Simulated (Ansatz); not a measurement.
Two structures of CH$_{7}$ClSi, singlet, reached by relaxing down either side of one saddle point (PBE0-D4/def2-TZVP). Energies are electronic, without zero-point energy. Computed with Ansatz 0.2.0 (basis: def2-TZVPP and def2-QZVPP); correlated methods freeze the cores. Extrapolation: Hartree–Fock as exp(−7.88 √X), correlation as X^−2.97. First:

| atom | x (Å) | y (Å) | z (Å) |
| --- | --- | --- | --- |
| Si1 | -0.4421 | 0.1927 | -1.0332 |
| C2 | 0.2015 | -1.1463 | 0.0969 |
| H3 | -1.8741 | -0.0180 | -1.3699 |
| H4 | -0.3401 | 1.5299 | -0.3695 |
| H5 | 0.3447 | 0.2707 | -2.2916 |
| H6 | 0.3205 | 1.7220 | 1.3884 |
| Cl7 | 0.7849 | 1.7247 | 2.5876 |
| H8 | -0.3708 | -1.1818 | 1.0262 |
| H9 | 1.2487 | -0.9715 | 0.3528 |
| H10 | 0.1268 | -2.1223 | -0.3878 |

Second:

Si1  (-0.775, 1.738, -1.023)
C2  (0.766, -1.760, 0.896)
H3  (-2.191, 1.891, -1.426)
H4  (0.072, 2.727, -1.728)
H5  (-0.303, 0.362, -1.299)
H6  (0.488, -0.825, 1.381)
Cl7  (-0.633, 2.085, 0.997)
H8  (1.125, -2.467, 1.644)
H9  (1.555, -1.572, 0.168)
H10  (-0.103, -2.180, 0.389)
(Å)

Which bonds change from the first to the second?

CH₆Si ([CH3][SiH3]) + HCl → SiH₃Cl ([SiH3][Cl]) + CH₄; bonds formed: Si1–Cl7, C2–H6; bonds broken: Si1–C2, H6–Cl7.

Give the saddle point's structure and its height above each. (To be estimated.)

By the calculation: 42.64 kcal/mol above the first and 65.66 kcal/mol above the second (CCSD(T) at an estimated basis limit (MP2 extrapolated from triple and quadruple zeta, plus CCSD(T) − MP2 in triple zeta)).
```
atom    x (Å)    y (Å)    z (Å)
 Si1  -0.3458   0.6735  -0.7387
  C2   0.4071  -0.9620   0.4015
  H3  -1.8012   0.8772  -0.6578
  H4   0.6119   1.7651  -0.9787
  H5  -0.1646  -0.2427  -1.9115
  H6   0.0766   0.1262   0.9224
 Cl7  -0.3977   1.6685   1.6224
  H8   0.6354  -1.2051   1.4475
  H9   1.3326  -1.0406  -0.1658
 H10  -0.3541  -1.6602   0.0585
```

No T1 diagnostic of these runs exceeds 0.011. The end structure is not quite a true minimum (one mode of 26i cm⁻¹).

Labels in which every atom is bracketed show which atoms are joined, not bond orders.

For scale, one of the runs: CCSD(T)/def2-TZVPP, 213 basis functions (an equivalent command: `ansatz run in.yaml --threads 4`). Time: 40 s of wall clock on 4 CPU threads; the host was shared. Peak host memory: 2.8 GiB.
